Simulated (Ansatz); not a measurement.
Results of PBE0 (Ansatz, an electronic-structure program, plane waves, PAW) for zinc-blende BeTe.

Numerical settings: plane-wave cutoff 460 eV, 8×8×8 k mesh, Fermi–Dirac smearing 0.01 eV, scalar-relativistic PAW data made under PBE.

The cell is scaled about its equilibrium volume:

| V (Å³/atom) | P (GPa) | direct gap at Γ (eV) | smallest gap on the k mesh (eV) |
|---|---|---|---|
| 21.194 | 3.46 | 5.085 | 3.168 |
| 21.752 | 1.62 | 5.113 | 3.239 |
| 22.115 | 0.54 | 5.129 | 3.282 |
| 22.867 | -1.45 | 5.158 | 3.366 |
| 23.425 | -2.72 | 5.063 | 3.423 |

The fundamental gap (3.30 eV at the equilibrium volume, on the SCF mesh) lies elsewhere than Γ–Γ.

Spin–orbit coupling is not included; with these elements it can move the gap by several tenths of an eV or more.
